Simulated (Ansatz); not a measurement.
```yaml
crystal:
  periodic: [false, false, false]
  atoms:
    - {symbol: C, position_ang: [-1.492161, -0.336535, -0.003298]}
    - {symbol: S, position_ang: [-0.023862, 0.270910, 0.002252]}
    - {symbol: N, position_ang: [1.334150, -0.331606, -0.002327]}
basis:
  gaussian: {orbitals: def2-TZVP}
magnetization: {spin_polarized: true, initial_magnetization: 1}
hamiltonian: {xc: pbe0}
relax: {f_tol: 0.004, max_steps: 80}
```

```sh
$ ansatz run in.yaml --threads 1 --pin off --events-out ev --progress --plain --max-ram 2176MiB
```

Steps of the relaxation (energy above the last step; positions in Å, forces in eV/Å):

```
3
step 1, 225.3 meV
C    -1.492   -0.337   -0.003   -1.041    0.005    0.000
S    -0.024    0.271    0.002   -1.116    0.482    0.004
N     1.334   -0.332   -0.002    2.157   -0.487   -0.003
```

```
3
step 2, 172.3 meV
C    -1.512   -0.332   -0.003   -0.517    0.134    0.001
S    -0.026    0.262    0.002   -0.752    0.041    0.000
N     1.357   -0.327   -0.002    1.269   -0.175   -0.001
```

```
3
step 3, 125.3 meV
C    -1.551   -0.315   -0.003    0.352    0.355    0.003
S    -0.033    0.230    0.002   -0.197   -0.656   -0.006
N     1.403   -0.312   -0.002   -0.155    0.300    0.002
```

```
3
step 6, 0.0 meV
C    -1.619   -0.139   -0.002   -0.008    0.003    0.000
S    -0.036   -0.125   -0.001    0.015   -0.006    0.000
N     1.473   -0.133   -0.001   -0.007    0.003    0.000
```

```
3
step 7, 0.0 meV
C    -1.619   -0.136   -0.002    0.000    0.000    0.000
S    -0.036   -0.131   -0.001   -0.001   -0.001    0.000
N     1.473   -0.130   -0.001    0.001    0.000    0.000
```

Close pairs at the end: S2–N3 1.509 Å, C1–S2 1.583 Å.

A stationary point of unrestricted PBE0 after 7 steps, with ⟨S²⟩ = 0.782 against 0.75 for a pure state; no frequencies were run, so it isn't proven a minimum. 2.4 min on 1 thread of Intel Xeon Platinum 8259CL, shared host.
